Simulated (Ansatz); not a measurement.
C$_{3}$H$_{6}$N$_{2}$O (`C=NC(=N)OC`), relaxed with RKS PBE-D4/def2-SVP in Ansatz 0.2.0 from a rough embedded geometry. The force threshold is 0.03 eV/Å; the program also tests the step.

The species carries charge 0 and has multiplicity 1.

Start:

```xyz
12

C    -2.269   -0.230    0.075
N    -1.258   -1.047    0.424
C    -0.005   -0.641    0.143
N     0.860   -1.415   -0.302
O     0.231    0.707    0.282
C     1.601    1.107   -0.006
H    -2.107    0.745   -0.393
H    -3.252   -0.515    0.354
H     0.383   -2.384   -0.285
H     1.669    2.173    0.140
H     2.300    0.583    0.647
H     1.847    0.917   -1.080
```

```
        step  energy (eV)  largest force (eV/Å)  largest move (Å)
           1   -8218.5758                 4.012             0.000
           2   -8218.9042                 1.448             0.153
           3   -8218.9655                 1.204             0.135
4 (rejected)   -8218.9032                 1.385             0.200
           5   -8219.0361                 0.224             0.089
           6   -8219.0411                 0.152             0.100
           7   -8219.0467                 0.147             0.105
           8   -8219.0487                 0.072             0.061
           9   -8219.0491                 0.139             0.057
          10   -8219.0496                 0.107             0.013
          11   -8219.0502                 0.058             0.029
          12   -8219.0505                 0.015             0.027
          13   -8219.0507                 0.026             0.033
```

End:

```xyz
12

C    -2.275   -0.173    0.166
N    -1.356   -1.063    0.084
C    -0.003   -0.662   -0.022
N     0.965   -1.491   -0.171
O     0.208    0.673    0.047
C     1.566    1.100   -0.060
H    -2.078    0.922    0.161
H    -3.327   -0.511    0.248
H     0.563   -2.440   -0.189
H     1.551    2.202    0.026
H     2.184    0.653    0.745
H     2.003    0.791   -1.033
```

Hardware: 4 threads of an Arm Neoverse V2 on a shared host. Wall time 15 s, peak host memory 0.15 GiB.
